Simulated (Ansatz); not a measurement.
Several settings on one geometry of the cluster Al₂N (the lowest doublet isomer of a short search) (that of the charge 0 doublet, PBE0-D4/def2-TZVP). Ansatz on 4 threads of Arm Neoverse V2 on a shared host; times are rough.

```xyz
3

Al    1.157   -1.264    0.046
Al   -1.157    1.264   -0.047
N     0.000    0.000    0.001
```

Totals from different functionals, basis sets or treatments of relativity can't be compared as stabilities.

DK, ANO-RCC and x2c sets are all-electron and run with scalar relativity unless a key says otherwise.

The spins typed aren't always the lowest for that charge.

(1) Give the basis size and estimate the energy, ⟨S²⟩ and time of these runs.

```csv
run,method,charge,state,further keys
1,UKS ωB97X/cc-pVTZ-DK,0,doublet,pseudopotentials: {relativity: none}; scf: {lower_state_search: full}
2,RKS RPBE-D4/6-31G,-1,singlet,nuclear_model: gaussian; scf: {lower_state_search: light}; forces asked
3,UKS B97/6-31G,0,quartet,scf: {omitted_lower_state_checks: [starts]}; forces asked
4,UKS PBEsol-D3(BJ)/cc-pVDZ,0,doublet,"fitting: {mean_field: cc-pVTZ-jkfit}; point_charges: [{charge: 2.00, position_ang: [4.776, 0.892, 0.708]}]; pseudopotentials: {relativity: none}; scf: {lower_state_search: off}"
```

## Answers

(1) 
```tsv
run	functions	energy (Eh)	⟨S²⟩	wall time
1	98	-539.3985	0.77	20 s
2	35	-539.5746	–	0.3 s
3	35	-539.3092	3.77	24 s
4	50	-538.1158	0.75	0.3 s
```

The highest occupied level of an anion often lies above zero with these methods, and sets without diffuse functions describe the outer electron poorly. At UKS ωB97X/cc-pVTZ-DK the program marks the result for the charge 0 doublet as doubtful (missing relativity).
